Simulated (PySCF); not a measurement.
Dimethylphosphine, C2H7P.
Numbering: `[CH3:1][PH:2][CH3:3]` (hydrogens: H4, H5, H6 on C1; H7 on P2; H8, H9, H10 on C3)

All values: PBE0/def2-SVPD (PySCF, non-relativistic), on one gas-phase PBE0-D3(BJ)/def2-SVP geometry that isn't relaxed in the solvent. The solvent is an IEF-PCM continuum (cavity from Bondi-type radii × 1.2), and excitations are vertical TDDFT with non-equilibrium linear response and a frozen core. Specific hydrogen bonds and non-electrostatic terms are outside this model.

Gas-phase singlets (H = HOMO, L = LUMO):

| state | E (eV) | λ (nm) | f | leading configurations |
| --- | --- | --- | --- | --- |
| S1 | 6.090 | 204 | 0.034 | H→L 98% |
| S2 | 6.375 | 194 | 0.074 | H→L+1 98% |
| S3 | 7.278 | 170 | 0.122 | H→L+3 63%, H→L+2 36% |
| S4 | 7.394 | 168 | 0.052 | H→L+2 61%, H→L+3 35% |
| S5 | 8.035 | 154 | 0.021 | H→L+4 74%, H→L+5 24% |

**Question.** How does the list change in water (ε = 78.36)?

**Answer.** 
```tsv
state	E (eV)	λ (nm)	f	leading configurations	change by rank (eV)
S1	6.288	197	0.056	H→L 98%	+0.198
S2	6.489	191	0.108	H→L+1 98%	+0.114
S3	7.281	170	0.225	H→L+2 92%	+0.003
S4	7.593	163	0.041	H→L+3 92%	+0.199
S5	8.354	148	0.089	H→L+6 59%, H→L+4 38%	+0.319
```

**Question.** The ground-state energy changes by -0.100 eV from gas to water. By how much does the total energy of gas-phase S1 change?

**Answer.** E(S1) = E(S0) + excitation energy, so it changes by -0.100 + 0.198 = +0.098 eV: it isn't lowered at all, while the ground state is. This is the vertical state, with the slow part of the continuum still set for S0.

**Question.** How do the frontier levels move from gas to water?

**Answer.** 
```tsv
orbital	gas (eV)	solvent (eV)	change (eV)	Löwdin shares, gas	Löwdin shares, solvent
LUMO+2	1.77	1.85	+0.08	P2 25 %, H7 21 %, H10 10 %, H5 10 %	P2 48 %, H7 13 %, C3 10 %, C1 10 %
LUMO+1	0.84	0.91	+0.07	P2 26 %, C1 16 %, C3 16 %, H7 9 %	P2 30 %, C1 16 %, C3 16 %, H7 9 %
LUMO	0.53	0.69	+0.16	P2 23 %, C3 17 %, C1 17 %, H7 11 %	P2 29 %, C3 16 %, C1 16 %, H7 13 %
HOMO	-6.69	-6.80	-0.11	P2 63 %, C1 11 %, C3 11 %, H7 7 %	P2 63 %, C1 11 %, C3 11 %, H7 7 %
HOMO-1	-9.46	-9.31	+0.15	C3 27 %, C1 26 %, P2 23 %, H8 8 %	C3 27 %, C1 26 %, P2 23 %, H8 8 %
HOMO-2	-9.53	-9.42	+0.11	P2 30 %, H7 23 %, C1 16 %, C3 15 %	P2 30 %, H7 22 %, C1 16 %, C3 16 %
HOMO-3	-11.19	-10.97	+0.22	C1 26 %, C3 26 %, H5 11 %, H10 11 %	C1 26 %, C3 26 %, H5 12 %, H10 12 %
```

The HOMO–LUMO gap goes from 7.23 to 7.48 eV. Rows go by rank; for LUMO+2 the atom shares or the degeneracy differ between the runs, so the row needn't follow one orbital.

On AMD EPYC 7R43, one thread, shared host, this took 8.2 s wall and 0.56 GiB of memory at its peak. This is the whole response run at PBE0/def2-SVPD in water, SCF included.
